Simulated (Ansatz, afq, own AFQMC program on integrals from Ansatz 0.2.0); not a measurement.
AFQMC on a folder of integrals that Ansatz 0.2.0 wrote.

```yaml
crystal:
  periodic: [false, false, false]
  atoms:
    - {symbol: N, position_ang: [0.000000, 0.002243, 2.284473]}
    - {symbol: Be, position_ang: [0.000000, -0.230484, -3.503850]}
    - {symbol: H, position_ang: [0.000000, 0.809343, 2.914469]}
    - {symbol: H, position_ang: [0.000000, 1.220284, -3.331752]}
basis:
  gaussian: {orbitals: cc-pVDZ}
magnetization: {spin_polarized: false, initial_magnetization: 3}
correlation: {method: ccsd_t, electrons: outside_noble_gas, hamiltonian_folder: ham}
```

```sh
$ ansatz run in.yaml --threads 1 --pin off --events-out ev --progress --plain --max-ram 1382MiB
```

Options of the walk:

```
--method phaseless --trial cisd --walkers 60 --populations 1 --least-time 40 --time-step 0.005 --steps-per-block 50 --equilibration-blocks 40 --max-blocks 300 --target-error 0.00072 --factor-cut 1e-05 --start spin_pure --seed 9073 --release-times 0.24,0.51,0.99,1.62,2.4 --release-step 0.03 --release-every 4 --taylor-order 6
```

Times are imaginary, in 1/Eh. The walk had a cap of 1002 s.

Log:

```
orbitals 36  electrons 6 3  factors 233 of 354
reference energy -70.10639880 Eh
CCSD correlation -0.16866162 Eh in 11 cycles, weight of the determinant in the CISD state 0.9215
energy of the start -70.275060 Eh
 block  time / (1/Eh)  mean weight  energy / Eh
     1     0.250  1.0013  -70.273620
     2     0.500  0.9977  -70.274437
     3     0.750  1.0020  -70.275256
     4     1.000  1.0013  -70.275950
     5     1.250  0.9998  -70.277925
     7     1.750  0.9991  -70.276853
     9     2.250  0.9987  -70.281342
    11     2.750  0.9991  -70.279425
    21     5.250  1.0002  -70.276710
    31     7.750  0.9999  -70.278018
    41    10.250  1.0023  -70.277258
    51    12.750  1.0024  -70.278092
    61    15.250  0.9989  -70.276284
    71    17.750  1.0001  -70.277559
    81    20.250  1.0014  -70.274386
    91    22.750  0.9984  -70.276805
   101    25.250  0.9988  -70.278626
   111    27.750  0.9994  -70.276666
   116    29.000  1.0020  -70.281728
   121    30.250  1.0012  -70.275292
   131    32.750  0.9999  -70.276091
   141    35.250  1.0009  -70.276791
   151    37.750  1.0004  -70.280267
   161    40.250  1.0009  -70.277208
   171    42.750  0.9976  -70.278071
   181    45.250  0.9985  -70.276281
   191    47.750  1.0011  -70.277796
   196    49.000  1.0011  -70.279776
blocks merged  error / Eh  count
     1  0.000189  160
     2  0.000223  80
     4  0.000262  40
     8  0.000244  20
    16  0.000306  10
released: time / (1/Eh)  energy / Eh  error  mean overlap
  0.24  -70.278549  0.000554  0.9932
  0.51  -70.277488  0.000230  1.0043
  0.99  -70.277992  0.000663  1.0253
  1.62  -70.277945  0.000275  1.0249
  2.40  -70.277823  0.000354  1.0154
energy -70.277848 +/- 0.000262 Eh
(rows thinned)
```

The run passed its tests (sampling time, drift between the halves within three errors, error under three times the target), which doesn't prove that it has relaxed.

Against this walk (error 7.1 meV) on the same determinant: CCSD(T) 20.5 meV higher, CCSDT(Q) 2.7 meV higher (within the noise). The error is statistical and leaves out the bias of the constraint. Released to 2.40 1/Eh the energy moves by 1 ± 12 meV (both errors), within twice the noise.

Cautions: constraint bias not in the error; lower spins were not checked.

The walk took 2.8 min on 1 thread of AMD EPYC 7R32 (Zen 2), with other jobs on the host. The log's last line is the phaseless energy.

CCSDT and higher add their correlation energy to the determinant of the CCSD(T) run, since their own runs factorise the integrals more tightly (a shift of under 2 meV). A walk keeps the symmetry of its determinant, which the program's search chose and which needn't be the lowest solution, so a lower state of the same spin and another symmetry isn't excluded.
